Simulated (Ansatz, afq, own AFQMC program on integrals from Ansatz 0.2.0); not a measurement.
**Where AFQMC and coupled cluster stand for C₂H₂, singlet**

```csv
atom,x (Å),y (Å),z (Å)
C,0.0000,0.0000,0.4881
C,0.0000,0.0000,-0.6515
H,0.0000,-0.8297,0.9730
H,0.0000,0.8297,0.9730
```

Connectivity, by distances: CH2–C.

Basis cc-pVDZ. Only valence electrons are correlated. Ansatz 0.2.0 and our own AFQMC program on the same integrals; the CISD trial comes from CCSD amplitudes, and released means the phaseless constraint is let go. Uncertainties: one standard error, sampling alone.

Determinant: RHF, the one that the program's search chose, which needn't be the lowest solution. The geometry is a point of a scan.

No full CI on the walks' own integrals is used here; CCSDT(Q) serves as the reference and is uncertain by about the last step of the cluster series.

The T1 diagnostic is 0.0136. The weight of the determinant in the CISD state is 0.896. The size of the correlated space is 10 electrons in 36 orbitals.

Reference: CCSDT(Q), correlation energy -6.972 eV. The released energy is read at 2.40 1/Eh (meV from the phaseless value at times in 1/Eh: 1 ± 13 at 0.24, -1 ± 8 at 0.51, 6 ± 11 at 0.99, -9 ± 13 at 1.62, 5 ± 12 at 2.40).

| level | E − E(reference) (kJ/mol) | share of correlation (%) |
| --- | --- | --- |
| HF | 672.7 | 0.00 |
| MP2 | 98.9 | 85.30 |
| CCSD | 23.6 | 96.49 |
| CCSD(T) | 3.2 | 99.52 |
| CCSDT | 1.2 | 99.83 |
| ph-AFQMC/CISD | 0.9 ± 1.1 | 99.86 |
| released AFQMC | 1.4 ± 1.2 | 99.79 |

A walk keeps the symmetry of its determinant, which the program's search chose and which needn't be the lowest solution, so a lower state of the same spin and another symmetry isn't excluded. Released energies are given only where the last usable release times agree within the noise; a slower fall can still hide under it.
